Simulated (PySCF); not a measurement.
Job for PySCF: R-B3LYP/LANL2DZ on ClCH3Clts, charge -1. Charge -1.

```python
from pyscf import gto, scf, dft, mp
from pyscf.data.elements import chemcore

mol = gto.M(
    atom='''
    Cl    2.32258100   -0.00013200    0.00014000
    C    -0.00008500    0.00049100   -0.00050900
    H     0.00007700   -0.74429000   -0.76760500
    H    -0.00032000   -0.29144300    1.02802100
    H     0.00008100    1.03721800   -0.26195900
    Cl   -2.32254200   -0.00012900    0.00013000
    ''',
    basis='lanl2dz',
    ecp={'Cl': 'lanl2dz'},
    charge=-1, spin=0, verbose=3, max_memory=1800)
mf = dft.RKS(mol, xc='b3lyp')
mf.conv_tol = 1e-8
mf.max_cycle = 100
mf.kernel()
if not mf.converged:
    mf = mf.newton().run(mf.mo_coeff, mf.mo_occ)
```

**Question.** Give the final energy of this run.

**Answer.** -69.8715 hartree.
